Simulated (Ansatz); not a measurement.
Basis-set extrapolation for `OCC=S` (PBE0-D4/def2-TZVP geometry, frozen core, the Gaussian-basis code of Ansatz). Multiplicity 1, RHF reference.

```
                      def2-TZVPP   def2-QZVPP
                 HF  -550.497620  -550.515970
    MP2 correlation    -0.742791    -0.798688
CCSD(T) correlation    -0.809092      not run
```

Energies in hartree. Use E(X) = E(∞) + A·exp(−7.88·√X) for Hartree–Fock and E(X) = E(∞) + B·X^(−2.97) for correlation, with X = 3 and 4, and add CCSD(T) minus MP2 of the smaller set to the MP2 limit.

Task: What is the CCSD(T) energy at the basis-set limit?

Result: HF limit: -550.515970 + (-0.018350) × 0.13774 = -550.51850. MP2 limit: -0.798688 + (-0.055897) × 0.74074 = -0.84009. Higher-order term: -0.809092 − (-0.742791) = -0.06630. Total: -551.42489 hartree, 310.3 kJ/mol below CCSD(T)/def2-TZVPP.
